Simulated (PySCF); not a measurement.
## H$_{2}$N, SMILES `[NH2]` (charge 0, multiplicity 2)

All values below come from TPSSh-D3(BJ)/def2-TZVP // PBE-D3(BJ)/def2-SVP run with PySCF.

```
Property                                                        Value
-----------------------------  --------------------------------------
highest occupied spin orbital                                -7.98 eV
dipole moment                                                  1.93 D
total energy                                              -55.9039 Ha
cost                           about 13 core-seconds (a rough figure)
```

```xyz
3

N     -0.0008     0.4482     0.0000
H     -0.8022    -0.2255     0.0000
H      0.8030    -0.2226     0.0000
```
Charge 0, spin multiplicity 2.
